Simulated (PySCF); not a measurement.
How methods differ on the ionisation energy of O

O [He] 2s2 2p4 [2p1/2^2 2p3/2^2, M_J = 2] → O⁺ [He] 2s2 2p3 [2p1/2^2 2p3/2^1, M_J = 3/2], as a difference of total energies. All numbers are calculated (PySCF 2.14, the two-component X2C-1e Hamiltonian, in x2c-QZVPPall-2c). Correlated levels: 1s2 frozen; the 2 highest virtual spinors dropped. "Screened" scales the spin-orbit matrix elements by Boettger's factors to mimic the two-electron term; Breit and QED terms are absent.

```tsv
method	ionisation energy (eV)
GHF (spin-free)	11.905
GMP2 (spin-free)	13.391
GHF (screened spin-orbit)	11.915
GMP2 (screened spin-orbit)	13.401
```

Task: How much does correlation contribute at GMP2 (screened spin-orbit)?

Result: 13.401 − (11.915) = 1.486 eV, measured against GHF (screened spin-orbit).

Errors of the correlated levels include the incompleteness of this basis and the frozen core.

The labels give the starting determinants; with spin-orbit coupling the two ends relaxed to ⟨J²⟩ = 6.01, ⟨L²⟩ = 2.00, ⟨S²⟩ = 2.01 and ⟨J²⟩ = 3.76, ⟨L²⟩ = 0.00, ⟨S²⟩ = 3.76.

For comparison: 13.618 eV (measured; NIST Atomic Spectra Database, ionization energies).
